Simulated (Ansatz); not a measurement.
## How far each method lies from UCCSDT(Q) for F–Ge–PH⁺, quintet

Geometry: that of the F–Ge–PH, quartet, kept fixed. The triplet lies 3.9 eV lower here.

```xyz
4

F     0.0227    1.0801    1.4120
Ge    0.0114   -0.3995    0.4567
P    -0.0836    0.2677   -1.8673
H     1.3157    0.2082   -2.1496
```

Basis cc-pVDZ; Ansatz 0.2.0. Correlated methods freeze the noble-gas cores and the filled d shells of p-block atoms, which leaves 16 electrons in 44 orbitals. Prefix R: restricted or restricted open-shell reference; prefix U: unrestricted. No spin–orbit coupling is included, and no scalar relativity.

Full CI isn't at hand for all of this; UCCSDT(Q) serves as the reference, and is uncertain by the last step of the cluster series or more. The frozen core follows each run's orbitals, which can shift R against U totals by a few meV for light atoms and by up to 0.1 eV past Ca.

* UHF ⟨S²⟩: 6.015
* T1 diagnostic (RCCSD): 0.0292
* largest doubles amplitude (RCCSD): 0.037
* T1 diagnostic (UCCSD): 0.0249

```
   level  E − E(UHF) (eV)
    UMP2          -8.5738
   UCCSD          -9.3240
UCCSD(T)          -9.5730
```

(1) Estimate how far UCCSDT(Q) in cc-pVDZ lies from UCCSD(T). The table doesn't fix it; the size of (T) and the diagnostics are the guide.

(1) UCCSDT(Q) in cc-pVDZ lies 71 meV below UCCSD(T), which is 29 % of the (T) step (-249 meV). The diagnostics give no warning, yet the rest is a sizeable part of (T). The miss exceeds 1 kcal/mol.

The other levels:

```csv
level,E − E(UCCSDT(Q)) (meV),wall time
UCCSDT,27,–
```

Run but not shown, since their state, orbitals or frozen core can't be matched to the reference's or they repeat it: RHF, RMP2, RCCSD, RCCSD(T), BCCD(T), RCCSDT, RCCSDT(Q).
